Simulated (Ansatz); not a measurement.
Barrier height from H + H2 to the transition structure H3, without zero-point energy, on the benchmark's geometries as Psi4's copy of the set gives them.
Transition structure (charge 0, multiplicity 2):
| atom | x (Å) | y (Å) | z (Å) |
|---|---|---|---|
| H | 0.0000 | 0.0000 | 0.0000 |
| H | 0.0000 | 0.0000 | 0.9295 |
| H | 0.0000 | 0.0000 | -0.9295 |
Reactant (charge 0, multiplicity 1):
```csv
atom,x (Å),y (Å),z (Å)
H,0.0000,0.0000,0.0000
H,0.7419,0.0000,0.0000
```

Open shells are unrestricted; no spin–orbit coupling.

CBS: X⁻³ extrapolation of the correlation energy, Hartree–Fock from the larger set.

The values were computed with Ansatz (a quantum-chemistry and plane-wave program). 

| level | barrier height (kcal/mol) |
|---|---|
| SVWN5/def2-TZVPPD | -2.90 |
| BLYP/def2-TZVPPD | 2.82 |
| r2SCAN/def2-TZVPPD | 2.50 |
| B97M-V/def2-TZVPPD | 4.39 |
| B3LYP/def2-TZVPPD | 4.22 |
| SCS-MP2/aug-cc-pVDZ | 12.76 |
| SCS-MP2/cc-pVDZ | 13.42 |
| CCSD(T)/cc-pVDZ | 10.23 |
| CCSD(T)/CBS(aug-cc-pVTZ, aug-cc-pVQZ) | [?] |

Question: What belongs in the gaps?

Answer: 
- CCSD(T)/CBS(aug-cc-pVTZ, aug-cc-pVQZ), barrier height (kcal/mol): 9.63
